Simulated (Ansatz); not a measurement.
A calculation with Ansatz (development build ahead of 0.2.0).

```yaml
crystal:
  periodic: [false, false, false]
  atoms:
    - { symbol: C, position_ang: [0.0, 0.0, 0.564] }
    - { symbol: O, position_ang: [0.0, 0.0, -0.564] }
basis:
  gaussian: { orbitals: cc-pVDZ }
magnetization:
  spin_polarized: true
hamiltonian:
  xc: hf
correlation:
  method: ccsd_t
  frozen_orbitals: { C: 1, O: 1 }
```

The input is written out in the form of the current development build from the run's settings.

Results

* Converged: yes
* Reference energy: -112.74931 hartree
* CCSD correlation energy: -0.29441 hartree
* Triples correction: -0.01064 hartree
* Total energy: -113.05436 hartree
* Spin squared of the determinant: 0.000
